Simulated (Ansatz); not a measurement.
in.yaml

```yaml
crystal:
  periodic: [false, false, false]
  atoms:
    - {symbol: Ga, position_ang: [0.000000, 0.000000, 0.000000]}
    - {symbol: H, position_ang: [0.973536, 0.990845, 2.019973]}
    - {symbol: H, position_ang: [-0.988472, -0.975909, 2.019990]}
    - {symbol: H, position_ang: [-0.975895, 0.973523, -2.027244]}
    - {symbol: H, position_ang: [0.990831, -0.988459, -2.012719]}
basis:
  gaussian: {orbitals: cc-pVDZ}
total_charge: 1
magnetization: {spin_polarized: false, initial_magnetization: 2}
correlation: {method: ccsdt_q, electrons: outside_noble_gas}
```

```sh
$ ansatz run in.yaml --threads 1 --pin off --events-out ev --progress --plain --max-ram 2393MiB
```

Output:

```
901 factors; integrals over basis functions are off by at most 1.3e-7 eV
mean field evaluation 1: about -52377.3297 eV, gradient 5.4e0 eV
mean field evaluation 2: about -52377.3406 eV, gradient 5.4e0 eV
mean field evaluation 4: about -52377.7298 eV, gradient 3.8e-1 eV
mean field evaluation 8: about -52377.7314 eV, gradient 4.7e-5 eV
mean field evaluation 16: about -52377.7314 eV, gradient 1.1e-5 eV
mean field evaluation 32: about -52378.6748 eV, gradient 2.7e-6 eV
mean field evaluation 64: about -52370.0371 eV, gradient 5.9e0 eV
mean field evaluation 96: about -52372.4848 eV, gradient 2.9e0 eV
mean field evaluation 128: about -52372.9940 eV, gradient 1.1e1 eV
mean field evaluation 160: about -52371.6935 eV, gradient 2.5e-2 eV
...
cycle  11  -5.29555257 eV  change    4.5e-3 eV  update   7.7e-4
cycle  12  -5.29568887 eV  change   -1.4e-4 eV  update   2.2e-4
cycle  13  -5.29594957 eV  change   -2.6e-4 eV  update   1.0e-4
cycle  14  -5.29591044 eV  change    3.9e-5 eV  update   4.5e-5
cycle  15  -5.29588562 eV  change    2.5e-5 eV  update   2.0e-5
cycle  16  -5.29587255 eV  change    1.3e-5 eV  update   1.0e-5
cycle  17  -5.29587116 eV  change    1.4e-6 eV  update   6.3e-6
cycle  18  -5.29587384 eV  change   -2.7e-6 eV  update   2.3e-6
cycle  19  -5.29587527 eV  change   -1.4e-6 eV  update   1.1e-6
cycle  20  -5.29587505 eV  change    2.2e-7 eV  update   4.9e-7
perturbative correction 0.08930556 eV, 0.0032819188 hartree
WARN: these amplitudes may be one of several solutions (largest doubles amplitude 0.52, level shift 0.00 eV)
Total energy: -52382.93800300 eV, -1925.0374651798 hartree
```

For the same geometry and basis full CI lies 10.1 meV lower.

Ran on 1 thread of Arm Neoverse N1, shared host: 32 s wall, 0.2 GiB peak host memory.
